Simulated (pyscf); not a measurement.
H₃C–CH₂–ZnH + HCl → H₃C–CH₃ + Cl–ZnH (four-centre exchange; singlet surface; C–Zn, Cl–H broken, C–H, Cl–Zn formed). Single points on ωB97X-D3(BJ)/def2-SVP structures (PySCF, gas phase). Energies in kcal/mol from the separated reactants.

```
level                   barrier  reaction energy
----------------------  -------  ---------------
ωB97X-D3(BJ)/def2-TZVP      6.0            -44.0
PBE/def2-TZVP               4.4            -41.0
B3LYP-D3(BJ)/def2-TZVP      7.0            -43.0
PBE0-D3(BJ)/def2-TZVP       3.9            -42.7
M06-2X/def2-TZVP            4.4            -45.8
HF/def2-TZVP               19.9            -51.9
```

The functionals in the table span 3.1 kcal/mol in this barrier, from PBE0-D3(BJ) to B3LYP-D3(BJ). On the reactant side the descent ends in a complex, 4.2 kcal/mol under the separated species and 10.1 kcal/mol under the saddle at ωB97X-D3(BJ)/def2-TZVP. One saddle was located; it need not be the lowest between these sides. Elements up to Kr have no core potential and no relativistic terms here.
